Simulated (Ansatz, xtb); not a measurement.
## AlH2PSi: which of two structures lies lower

Structure I is a singlet given by its coordinates and structure II is a singlet given by its coordinates. Both are isolated molecules in the gas phase, relaxed with r2SCAN-D4/def2-SVP.

I (Å):

```yaml
atoms:
  - { symbol: Al, position_ang: [-1.7649, -1.8349, 1.2649] }
  - { symbol: P, position_ang: [-0.1337, -1.5018, -0.2327] }
  - { symbol: Si, position_ang: [-1.2103, 0.3363, 0.2670] }
  - { symbol: H, position_ang: [-2.2573, -3.1487, 2.0053] }
  - { symbol: H, position_ang: [0.9516, -1.5399, -1.1675] }
```

Close contacts (Å): Al1–P2 2.24, Al1–Si3 2.45, P2–Si3 2.19, Al1–H4 1.59, P2–H5 1.43.

II (Å):

```yaml
atoms:
  - { symbol: Al, position_ang: [-1.2939, -1.2845, 1.5162] }
  - { symbol: P, position_ang: [0.6655, -0.8625, 0.4321] }
  - { symbol: Si, position_ang: [-0.8682, -1.9430, -0.6257] }
  - { symbol: H, position_ang: [-2.2276, -1.1899, 2.7837] }
  - { symbol: H, position_ang: [-0.6860, -2.4204, -2.0391] }
```

Close contacts (Å): Al1–P2 2.28, Al1–Si3 2.28, P2–Si3 2.15, Al1–H4 1.58, Si3–H5 1.50.

Quicker runs give these differences E(II) − E(I): GFN2-xTB −0.142 eV; HF/STO-3G +0.033 eV (at GFN2-xTB geometries); r2SCAN-D4/def2-SVP//GFN2-xTB −0.505 eV.

Estimate E(II) − E(I) at the level CCSD(T)/def2-TZVPP.

Calculated at CCSD(T)/def2-TZVPP: E(II) − E(I) = −0.454 eV, so structure II lies lower.

The same difference at several levels:

```tsv
level	geometry	E(II) − E(I) (eV)	departure from the last row (eV)	job, with rough time for the two
GFN2-xTB	GFN2-xTB	−0.142	+0.311	optimisation, 0.62 s
HF/STO-3G	GFN2-xTB	+0.033	+0.487	single point, 0.9 s
r2SCAN-D4/def2-SVP//GFN2-xTB	GFN2-xTB	−0.505	−0.051	single point, 6.2 s
r2SCAN-D4/def2-SVP	r2SCAN-D4/def2-SVP	−0.474	−0.021	optimisation, 60 s
HF/def2-TZVPP	r2SCAN-D4/def2-SVP	−0.512	−0.059	part of the CCSD(T) run
MP2/def2-TZVPP	r2SCAN-D4/def2-SVP	−0.545	−0.091	part of the CCSD(T) run
CCSD(T)/def2-TZVPP	r2SCAN-D4/def2-SVP	−0.454		single point, 73 s
```

HF/STO-3G puts the two in the other order. The largest departure from CCSD(T)/def2-TZVPP is that of HF/STO-3G, 0.487 eV.

With harmonic frequencies from r2SCAN-D4/def2-SVP (ideal gas, rigid rotor, one conformer each, 298.15 K, 1 atm): on the last row, ΔE + ΔZPE = −0.445, ΔH = −0.452, ΔG = −0.438 eV.

The T1 diagnostic of structure I is large, so the coupled-cluster value is less sure. The correlated steps freeze 15 core orbitals. Run with Ansatz 0.2.0, xtb 6.7.1; the last row on 1 thread of AMD EPYC (Zen 3) on a shared host.
